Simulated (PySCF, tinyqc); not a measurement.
Worked calculation: LCCD on RHF in the sto-6g basis, for LiH, spin multiplicity 1. The lowest restricted solution is unstable here: a spin-polarised one lies 0.0010 hartree lower (PySCF). Computed by tinyqc, a small Python program that keeps every step (integrals from PySCF). Settings: charge = 0, multiplicity = 1, basis = sto-6g, method = RHF, energy threshold = 1e-10, iteration cap = 54, orthogonalisation = symmetric, start = Wolfsberg-Helmholz matrix, DIIS depth = 6, amplitude equations = LCCD, DIIS depth for amplitudes = 4, cap on updates = 51. Command: `OMP_NUM_THREADS=1 python tinyqc.py 31626 31627 out.jsonl` (the two numbers bound the seeds that draw the settings). One thread of a shared host (Intel(R) Xeon(R) Processor @ 2.60GHz), about 0.1 s of CPU time with the checks. The early iterations of the SCF are left out here.

## One-electron integrals

Geometry (angstrom):
```
atom         x         y         z
Li    0.000000  0.000000  0.000000
H     0.000000  0.000000  2.112000
```

Basis sto-6g: exponents (1/bohr^2) and contraction coefficients of normalised primitives:
```
element  l (shell)    exponent  coefficient
Li           s (1)  167.175846     0.009164
Li           s (1)   30.651508     0.049361
Li           s (1)    8.575187     0.168538
Li           s (1)    2.945808     0.370563
Li           s (1)    1.143944     0.416492
Li           s (1)    0.471139     0.130334
Li           s (2)    6.597564    -0.013253
Li           s (2)    1.305830    -0.046992
Li           s (2)    0.405851    -0.033785
Li           s (2)    0.156146     0.250242
Li           s (2)    0.067814     0.595117
Li           s (2)    0.031084     0.240706
Li           p (3)    6.597564     0.003760
Li           p (3)    1.305830     0.037679
Li           p (3)    0.405851     0.173897
Li           p (3)    0.156146     0.418036
Li           p (3)    0.067814     0.425860
Li           p (3)    0.031084     0.101708
H            s (1)   35.523221     0.009164
H            s (1)    6.513144     0.049361
H            s (1)    1.822143     0.168538
H            s (1)    0.625955     0.370563
H            s (1)    0.243077     0.416492
H            s (1)    0.100112     0.130334
```

Overlap, kinetic and nuclear-attraction integrals over the contracted functions; the nuclear repulsion is the sum of Za Zb / Rab.

nuclear repulsion = 0.75167217 hartree

overlap S, lower triangle:
```
           1Li 1s    1Li 2s   1Li 2px   1Li 2py   1Li 2pz     2H 1s
1Li 1s   1.000000
1Li 2s   0.235742  1.000000
1Li 2px  0.000000  0.000000  1.000000
1Li 2py  0.000000  0.000000  0.000000  1.000000
1Li 2pz  0.000000  0.000000  0.000000  0.000000  1.000000
2H 1s    0.022329  0.276714  0.000000  0.000000  0.391925  1.000000
```

kinetic energy T (hartree), lower triangle:
```
            1Li 1s    1Li 2s   1Li 2px   1Li 2py   1Li 2pz     2H 1s
1Li 1s    3.616742
1Li 2s   -0.110723  0.106524
1Li 2px   0.000000  0.000000  0.320007
1Li 2py   0.000000  0.000000  0.000000  0.320007
1Li 2pz   0.000000  0.000000  0.000000  0.000000  0.320007
2H 1s    -0.008596  0.015503  0.000000  0.000000  0.058231  0.768522
```

nuclear attraction V (hartree), lower triangle:
```
            1Li 1s     1Li 2s    1Li 2px    1Li 2py    1Li 2pz      2H 1s
1Li 1s   -8.317702
1Li 2s   -0.887428  -1.439271
1Li 2px   0.000000   0.000000  -1.415661
1Li 2py   0.000000   0.000000   0.000000  -1.415661
1Li 2pz  -0.009769  -0.092575   0.000000   0.000000  -1.486342
2H 1s    -0.087838  -0.441807   0.000000   0.000000  -0.634145  -1.991008
```

core Hamiltonian H = T + V (hartree), lower triangle:
```
            1Li 1s     1Li 2s    1Li 2px    1Li 2py    1Li 2pz      2H 1s
1Li 1s   -4.700959
1Li 2s   -0.998151  -1.332747
1Li 2px   0.000000   0.000000  -1.095653
1Li 2py   0.000000   0.000000   0.000000  -1.095653
1Li 2pz  -0.009769  -0.092575   0.000000   0.000000  -1.166335
2H 1s    -0.096434  -0.426304   0.000000   0.000000  -0.575914  -1.222486
```

## Two-electron integrals

Functions are numbered as in S; the eight-fold symmetry (ij|kl) = (ji|kl) = (kl|ij) leaves the list below.

Two-electron integrals (ij|kl) in chemists' order, unique and non-zero (hartree):
```
(11|11) 1.681247   (21|11) 0.242603   (21|21) 0.044507   (22|11) 0.397190
(22|21) 0.090279   (22|22) 0.290625   (31|31) 0.009437   (32|31) 0.014261
(32|32) 0.064236   (33|11) 0.397190   (33|21) 0.090279   (33|22) 0.290625
(33|33) 0.313125   (41|41) 0.009437   (42|41) 0.014261   (42|42) 0.064236
(43|43) 0.016875   (44|11) 0.397190   (44|21) 0.090279   (44|22) 0.290625
(44|33) 0.279374   (44|44) 0.313125   (51|51) 0.009437   (52|51) 0.014261
(52|52) 0.064236   (53|53) 0.016875   (54|54) 0.016875   (55|11) 0.397190
(55|21) 0.090279   (55|22) 0.290625   (55|33) 0.279374   (55|44) 0.279374
(55|55) 0.313125   (61|11) 0.022463   (61|21) 0.004061   (61|22) 0.008423
(61|33) 0.008301   (61|44) 0.008301   (61|51) 0.000547   (61|52) 0.001148
(61|55) 0.008668   (61|61) 0.000412   (62|11) 0.085637   (62|21) 0.019894
(62|22) 0.072066   (62|33) 0.067973   (62|44) 0.067973   (62|51) 0.003244
(62|52) 0.022314   (62|55) 0.080252   (62|61) 0.002244   (62|62) 0.034516
(63|31) 0.001299   (63|32) 0.006789   (63|53) 0.002985   (63|63) 0.001869
(64|41) 0.001299   (64|42) 0.006789   (64|54) 0.002985   (64|64) 0.001869
(65|11) 0.114631   (65|21) 0.026817   (65|22) 0.099812   (65|33) 0.092957
(65|44) 0.092957   (65|51) 0.005050   (65|52) 0.034661   (65|55) 0.113523
(65|61) 0.003119   (65|62) 0.051731   (65|65) 0.078113   (66|11) 0.250448
(66|21) 0.058987   (66|22) 0.235051   (66|33) 0.215215   (66|44) 0.215215
(66|51) 0.009660   (66|52) 0.085630   (66|55) 0.274727   (66|61) 0.006857
(66|62) 0.148245   (66|65) 0.228636   (66|66) 0.774999
```

## Orthogonalisation

S = U s U^T; symmetric (Loewdin) form X = U s^(-1/2) U^T, so that X^T S X = 1.

eigenvalues of S: 0.504405  0.809240  1.000000  1.000000  1.177420  1.508936

X, lower triangle:
```
            1Li 1s     1Li 2s   1Li 2px   1Li 2py    1Li 2pz     2H 1s
1Li 1s    1.022334
1Li 2s   -0.126612   1.058340
1Li 2px   0.000000   0.000000  1.000000
1Li 2py   0.000000   0.000000  0.000000  1.000000
1Li 2pz  -0.006126   0.050502  0.000000  0.000000   1.069667
2H 1s     0.017228  -0.166630  0.000000  0.000000  -0.230788  1.104975
```

## Starting guess

The start is the generalised Wolfsberg-Helmholz matrix (K = 1.75) built on H; D = 2 C_occ C_occ^T.

D at the start, lower triangle:
```
            1Li 1s    1Li 2s   1Li 2px   1Li 2py   1Li 2pz     2H 1s
1Li 1s    1.977672
1Li 2s    0.025682  0.168032
1Li 2px   0.000000  0.000000  0.000000
1Li 2py   0.000000  0.000000  0.000000  0.000000
1Li 2pz  -0.085755  0.266509  0.000000  0.000000  0.430806
2H 1s    -0.129503  0.355496  0.000000  0.000000  0.575619  0.769225
```

## Iteration 9 (converged): orbitals

converged F (hartree), lower triangle:
```
            1Li 1s     1Li 2s   1Li 2px   1Li 2py    1Li 2pz      2H 1s
1Li 1s   -2.403355
1Li 2s   -0.620011  -0.192471
1Li 2px   0.000000   0.000000  0.159248
1Li 2py   0.000000   0.000000  0.000000  0.159248
1Li 2pz   0.013514  -0.066064  0.000000  0.000000   0.049937
2H 1s    -0.060173  -0.201004  0.000000  0.000000  -0.198566  -0.086249
```

Diagonalise F' = X^T F X, C = X C', fill 2 alpha and 2 beta electrons from the bottom; D = 2 C_occ C_occ^T. Each column has its largest component positive (the first on a tie).

F' = X^T F X (hartree), lower triangle:
```
           1          2         3         4          5         6
1  -2.355981
2  -0.340005  -0.025755
3   0.000000   0.000000  0.159248
4   0.000000   0.000000  0.000000  0.159248
5   0.011768   0.005096  0.000000  0.000000   0.147585
6   0.016661  -0.203572  0.000000  0.000000  -0.240391  0.062668
```

orbital energies (hartree): MO1 -2.404689, MO2 -0.240686, MO3 0.071384, MO4 0.159248, MO5 0.159248, MO6 0.402509

coefficients C:
```
               MO1        MO2        MO3       MO4        MO5        MO6
1Li 1s    0.994115  -0.139554  -0.204698  0.000000   0.000000   0.109051
1Li 2s    0.023837   0.485721   0.801268  0.000000   0.000000  -0.536569
1Li 2px   0.000000   0.000000   0.000000  0.003818   0.999993   0.000000
1Li 2py   0.000000   0.000000   0.000000  0.999993  -0.003818   0.000000
1Li 2pz  -0.004681   0.330838  -0.592970  0.000000   0.000000  -0.859622
2H 1s    -0.000495   0.596486  -0.189736  0.000000   0.000000   0.954201
```

D after iteration 9, lower triangle:
```
            1Li 1s    1Li 2s   1Li 2px   1Li 2py   1Li 2pz     2H 1s
1Li 1s    2.015478
1Li 2s   -0.088175  0.472987
1Li 2px   0.000000  0.000000  0.000000
1Li 2py   0.000000  0.000000  0.000000  0.000000
1Li 2pz  -0.101647  0.321167  0.000000  0.000000  0.218951
2H 1s    -0.167468  0.579428  0.000000  0.000000  0.394685  0.711591
```

Within a degenerate level the vectors are fixed only up to a rotation; this is one choice.

## Convergence

Stop when the energy changes by less than 1e-10 hartree and every element of the error matrix X^T (F D S - S D F) X is below 3e-06.

Course of the cycle:
```
iteration  E (hartree)     change  largest element of the error matrix
1          -7.89230799          -                             5.64e-02
2          -7.90264858  -1.03e-02                             2.44e-02
3          -7.90667128  -4.02e-03                             1.19e-02
4          -7.90775948  -1.09e-03                             1.51e-03
5          -7.90776172  -2.23e-06                             8.88e-04
6          -7.90776315  -1.43e-06                             1.67e-04
7          -7.90776320  -5.17e-08                             1.45e-05
8          -7.90776320  -3.84e-10                             5.69e-09
9          -7.90776320  -1.78e-15                             5.05e-10
```

PySCF RHF in the same basis = -7.90776320 hartree

Converged in 9 iterations.

## Populations, bond orders and dipole

Mulliken: Z minus the diagonal of D S on the atom; Loewdin: the same with S^(1/2) D S^(1/2); Mayer order: 2 sum_s sum (D(s) S)_ij (D(s) S)_ji over the two atoms.

Charges (e):
```
atom   Mulliken    Loewdin
1Li    0.022874   0.019585
2H    -0.022874  -0.019585
```

Mayer bond orders:
```
pair     order
2-1   0.999477
```

dipole moment about the origin, x y z (debye): 0.000000  0.000000  -5.155407

## Integrals over molecular orbitals

(pq|rs) = sum C_ip C_jq C_kr C_ls (ij|kl), one index at a time.

one-electron integrals over orbitals h = C^T H C (hartree), lower triangle:
```
           1          2          3          4          5          6
1  -4.693662
2   0.095079  -1.320398
3   0.164596   0.011619  -1.101180
4   0.000000   0.000000   0.000000  -1.095653
5   0.000000   0.000000   0.000000   0.000000  -1.095653
6  -0.055802   0.039659   0.024535   0.000000   0.000000  -1.020054
```

Two-electron integrals over orbitals (pq|rs), unique and non-zero (hartree):
```
(11|11) 1.665263    (21|11) -0.098112   (21|21) 0.010281    (22|11) 0.316996
(22|21) 0.003033    (22|22) 0.456001    (31|11) -0.144715   (31|21) 0.010982
(31|22) -0.011234   (31|31) 0.023269    (32|11) 0.028152    (32|21) -0.002587
(32|22) -0.056940   (32|31) -0.000538   (32|32) 0.019412    (33|11) 0.395826
(33|21) -0.008967   (33|22) 0.211797    (33|31) 0.000801    (33|32) 0.013839
(33|33) 0.330809    (41|41) 0.010038    (42|41) 0.007103    (42|42) 0.020813
(43|41) 0.010369    (43|42) 0.019987    (43|43) 0.041668    (44|11) 0.396969
(44|21) -0.003344   (44|22) 0.245907    (44|31) -0.004797   (44|32) 0.012936
(44|33) 0.280491    (44|44) 0.313125    (51|51) 0.010038    (52|51) 0.007103
(52|52) 0.020813    (53|51) 0.010369    (53|52) 0.019987    (53|53) 0.041668
(54|54) 0.016875    (55|11) 0.396969    (55|21) -0.003344   (55|22) 0.245907
(55|31) -0.004797   (55|32) 0.012936    (55|33) 0.280491    (55|44) 0.279374
(55|55) 0.313125    (61|11) 0.072210    (61|21) -0.009722   (61|22) -0.007389
(61|31) -0.005202   (61|32) 0.002678    (61|33) 0.011995    (61|44) 0.001505
(61|55) 0.001505    (61|61) 0.011600    (62|11) -0.080167   (62|21) 0.001630
(62|22) 0.110953    (62|31) 0.004113    (62|32) -0.042615   (62|33) -0.020179
(62|44) -0.036341   (62|55) -0.036341   (62|61) 0.000776    (62|62) 0.131828
(63|11) 0.019933    (63|21) -0.002038   (63|22) -0.056108   (63|31) 0.004242
(63|32) 0.015391    (63|33) 0.036509    (63|44) 0.007093    (63|55) 0.007093
(63|61) 0.004231    (63|62) -0.037424   (63|63) 0.029404    (64|41) -0.005926
(64|42) -0.018500   (64|43) -0.012352   (64|64) 0.019530    (65|51) -0.005926
(65|52) -0.018500   (65|53) -0.012352   (65|65) 0.019530    (66|11) 0.356115
(66|21) 0.001016    (66|22) 0.426880    (66|31) -0.010772   (66|32) -0.046795
(66|33) 0.238122    (66|44) 0.259855    (66|55) 0.259855    (66|61) -0.005089
(66|62) 0.100280    (66|63) -0.045019   (66|66) 0.422377
```

## LCCD: starting amplitudes

t_ij^ab = <ij||ab> / (e_i + e_j - e_a - e_b), whose energy is MP2.

Starting amplitudes (spin orbitals 1a, 1b, ...; amplitudes related by a flip of all spins are not repeated):
```
from      to          t
2a 2b  6a 6b  -0.102479
2a 2b  3a 6b   0.044611
2a 2b  3a 3b  -0.031103
2a 2b  5a 5b  -0.026021
2a 2b  4a 4b  -0.026021
1a 1b  3a 3b  -0.004699
1a 2b  5a 5b  -0.002396
1a 2b  4a 4b  -0.002396
1a 1b  6a 6b  -0.002066
1a 1b  5a 5b  -0.001957
1a 1b  4a 4b  -0.001957
1a 2b  3a 6b  -0.001318
1a 1b  3a 6b   0.000985
1a 2b  3b 6a   0.000859
1a 2a  3a 6a  -0.000460
1a 2b  6a 6b  -0.000225
1a 2b  3a 3b   0.000193
```

correlation energy = -0.01926687 hartree

## LCCD: amplitude update 1

t_ij^ab D_ij^ab are set to the remaining terms of the spin-orbital equations, evaluated with the old amplitudes; for the doubles these are <ij||ab> + 1/2 <ab||ef> t_ij^ef + 1/2 <mn||ij> t_mn^ab + P(ij)P(ab) <mb||ej> t_im^ae, D the orbital-energy denominators (linear CCD).

Amplitudes after update 1 (spin orbitals 1a, 1b, ...; amplitudes related by a flip of all spins are not repeated):
```
from      to          t
2a 2b  6a 6b  -0.147696
2a 2b  3a 6b   0.068844
2a 2b  3a 3b  -0.038961
2a 2b  5a 5b  -0.025469
2a 2b  4a 4b  -0.025469
1a 1b  3a 3b  -0.004139
1a 2b  5a 5b  -0.002798
1a 2b  4a 4b  -0.002798
1a 1b  5a 5b  -0.001770
1a 1b  4a 4b  -0.001770
1a 1b  6a 6b  -0.001562
1a 2b  3a 6b  -0.001482
1a 2b  3b 6a   0.001114
1a 1b  3a 6b   0.000722
1a 2a  3a 6a  -0.000368
1a 2b  6a 6b  -0.000353
1a 2b  3a 3b   0.000290
```

correlation energy = -0.02741161 hartree

## LCCD: amplitude update 2

As before.

Amplitudes after update 2 (spin orbitals 1a, 1b, ...; amplitudes related by a flip of all spins are not repeated):
```
from      to          t
2a 2b  6a 6b  -0.168339
2a 2b  3a 6b   0.081116
2a 2b  3a 3b  -0.045425
2a 2b  5a 5b  -0.023085
2a 2b  4a 4b  -0.023085
1a 1b  3a 3b  -0.004178
1a 2b  5a 5b  -0.002879
1a 2b  4a 4b  -0.002879
1a 1b  5a 5b  -0.001808
1a 1b  4a 4b  -0.001808
1a 1b  6a 6b  -0.001557
1a 2b  3a 6b  -0.001520
1a 2b  3b 6a   0.001243
1a 1b  3a 6b   0.000702
1a 2b  6a 6b  -0.000389
1a 2b  3a 3b   0.000334
1a 2a  3a 6a  -0.000277
```

correlation energy = -0.03120958 hartree

## LCCD: amplitude update 3

t_ij^ab D_ij^ab are set to the remaining terms of the spin-orbital equations, evaluated with the old amplitudes; for the doubles these are <ij||ab> + 1/2 <ab||ef> t_ij^ef + 1/2 <mn||ij> t_mn^ab + P(ij)P(ab) <mb||ej> t_im^ae, D the orbital-energy denominators (linear CCD). DIIS then mixes the stored amplitudes.

DIIS coefficients: -0.965760  1.965760

Amplitudes after update 3 (spin orbitals 1a, 1b, ...; amplitudes related by a flip of all spins are not repeated):
```
from      to          t
2a 2b  6a 6b  -0.186950
2a 2b  3a 6b   0.093864
2a 2b  3a 3b  -0.052779
2a 2b  5a 5b  -0.019766
2a 2b  4a 4b  -0.019766
1a 1b  3a 3b  -0.004140
1a 2b  5a 5b  -0.002942
1a 2b  4a 4b  -0.002942
1a 1b  5a 5b  -0.001816
1a 1b  4a 4b  -0.001816
1a 2b  3a 6b  -0.001538
1a 1b  6a 6b  -0.001486
1a 2b  3b 6a   0.001356
1a 1b  3a 6b   0.000652
1a 2b  6a 6b  -0.000433
1a 2b  3a 3b   0.000384
1a 2a  3a 6a  -0.000181
```

correlation energy = -0.03475449 hartree

## LCCD: convergence

E_corr = 1/4 sum <ij||ab> t_ij^ab; stop when the norm of the change is below 1e-8.

Course of the amplitude iterations:
```
update  correlation energy (hartree)  norm of the change
0                        -0.01926687                   -
1                        -0.02741161            1.15e-01
2                        -0.03120958            5.59e-02
3                        -0.03475449            2.78e-02
4                        -0.03472954            2.19e-03
5                        -0.03472488            3.14e-04
6                        -0.03472526            2.45e-05
7                        -0.03472521            2.21e-06
8                        -0.03472522            2.09e-07
9                        -0.03472522            6.21e-08
10                       -0.03472523            2.25e-08
11                       -0.03472523            2.80e-09
```

Converged amplitudes (spin orbitals 1a, 1b, ...; amplitudes related by a flip of all spins are not repeated):
```
from      to          t
2a 2b  6a 6b  -0.186032
2a 2b  3a 6b   0.094890
2a 2b  3a 3b  -0.053803
2a 2b  5a 5b  -0.019376
2a 2b  4a 4b  -0.019376
1a 1b  3a 3b  -0.004143
1a 2b  5a 5b  -0.002947
1a 2b  4a 4b  -0.002947
1a 1b  5a 5b  -0.001821
1a 1b  4a 4b  -0.001821
1a 2b  3a 6b  -0.001546
1a 1b  6a 6b  -0.001499
1a 2b  3b 6a   0.001362
1a 1b  3a 6b   0.000652
1a 2b  6a 6b  -0.000440
1a 2b  3a 3b   0.000401
1a 2a  3a 6a  -0.000184
```

LCCD total energy = -7.94248843 hartree

Converged in 11 updates, with DIIS from the third.
